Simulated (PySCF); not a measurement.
**H3Si, SMILES `[SiH3]` (charge 0, multiplicity 2)**

Computed with r2SCAN-D4/def2-TZVP in PySCF.

- highest occupied spin orbital: -5.65 eV
- dipole moment: 0.05 D
- total energy: -291.2070 Ha
- cost: very roughly 40 core-seconds

```xyz
4

Si     0.0003    -0.0007     0.3306
H     -0.7264    -1.2160    -0.1144
H      1.4165    -0.0208    -0.1135
H     -0.6901     1.2373    -0.1098
```
Charge 0, spin multiplicity 2.
